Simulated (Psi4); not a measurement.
This Psi4 input (wB97X-V/def2-QZVPP) gives -75.79564 Eh with 87 basis functions.

```
memory 2025 MB

molecule {
-1 1
O    -0.00000000   -0.00000000   -0.10780207
H     0.00000000    0.00000000    0.86241659
}

set {
  basis def2-qzvpp
  scf_type df
}

energy('wb97x-v')
print_variables()
```

Change:
```diff
- basis def2-qzvpp
+ basis def2-tzvp
```

**Question.** What does the run give now?

**Answer.** -75.77658 Eh (wB97X-V/def2-TZVP, 37 functions), a change of +19.06 mEh.
